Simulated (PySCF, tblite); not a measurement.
A set of runs on `[CH2]C#CCCl` [radical]; the geometry of each is named by its level. Settings lines and outputs come from a driver script.

Compound: C₄H₄Cl (doublet state).
Bonds: C1–C2, C2–C3 (triple), C3–C4, C4–Cl5. Hydrogens: H6, H7 on C1; H8, H9 on C4.

Step 1: GFN2-xTB geometry optimisation, gas phase (tblite 0.8.0) (from a force-field or distance-geometry start)
```json
{"job": {"kind": "relax", "xc": "GFN2-xTB", "basis": "xTB"}, "charge": 0, "multiplicity": 2}
```
```
step      E/eV     max force
  0    -407.84320    5.223
  1    -407.93278    7.068
  2    -408.34518    2.073
...
 64    -408.71970    0.021
 65    -408.71974    0.029
 66    -408.71977    0.026
 67    -408.71981    0.012
 68    -408.71982    0.006
```

Energy lowered by 20.2 kcal/mol over 68 steps; largest atomic force 0.006 eV/Å at the end. «max force» is the largest atomic force in eV/Å.

Step 2: GFN2-xTB harmonic vibrations, gas phase (tblite 0.8.0) (on the GFN2-xTB geometry)
```json
{"job": {"kind": "ir", "xc": "GFN2-xTB", "basis": "xTB"}, "charge": 0, "multiplicity": 2}
```
```
(table of modes left out)
```

21 modes from 80 to 3131 cm⁻¹ (unscaled, harmonic); zero-point energy 37.3 kcal/mol; all wavenumbers are real at this level.

Step 3: UKS B3LYP, pcH-1 on C Cl H, non-relativistic, mean-field spin-orbit, GIAO (PySCF 2.14.0) (on the GFN2-xTB geometry)
```json
{"job": {"kind": "epr", "basis": "pcH-1"}, "charge": 0, "multiplicity": 2}
```
```
...
E = -614.93849939 Eh   <S^2> = 0.7702 (exact 0.7500)
g shifts (ppm)      1          2          3
  rmc          -159       -159       -159
  gc             21         -5         30
  oz_so        -429        122       1664
  total        -567        -41       1535
hyperfine (MHz)  atom isotope    a_iso     a_fc   dipolar eigenvalues
    0   13C      60.64      60.71    -57.86    -56.80    114.65
    1   13C     -63.38     -63.42    -22.10     -1.18     23.28
    2   13C      48.88      48.89    -46.37    -34.50     80.87
    3   13C      -4.77      -4.73     -2.34      0.17      2.16
    4  35Cl      27.67      27.08    -16.73    -15.62     32.35
    5    1H     -50.82     -50.83    -26.77     -0.91     27.68
    6    1H     -50.81     -50.82    -26.76     -0.92     27.68
    7    1H      17.14      17.16     -3.61     -1.92      5.54
    8    1H      14.07      14.09     -3.57     -1.99      5.56
```

⟨S²⟩ 0.770; g_iso 2.0026. rmc, gc and oz_so are the mass-correction, gauge-correction and orbital-Zeeman/spin–orbit parts of the g shift along its three principal axes; a_iso is the isotropic hyperfine coupling and a_fc its Fermi-contact part. The log counts atoms from 0, this text from 1.

Q: Which step took the most CPU time, and about what did each take on one thread, Arm Neoverse V1 (aarch64), no GPU, shared host?

A: Step 3, about 98 % of the total. CPU time by step: 1: 0.27 s, 2: 0.16 s, 3: 22 s.

Geometry of the electronic-property runs (GFN2-xTB):
```
atom  x, y, z in Å
C1     2.206    0.176    0.012
C2     0.892    0.001   -0.226
C3    -0.295   -0.209   -0.449
C4    -1.695   -0.296   -0.696
Cl5   -2.447    1.375   -0.618
H6     2.587    0.176    1.017
H7     2.894    0.338   -0.798
H8    -2.213   -0.885    0.062
H9    -1.915   -0.670   -1.697
```

 (This holds for the electronic-property runs.)
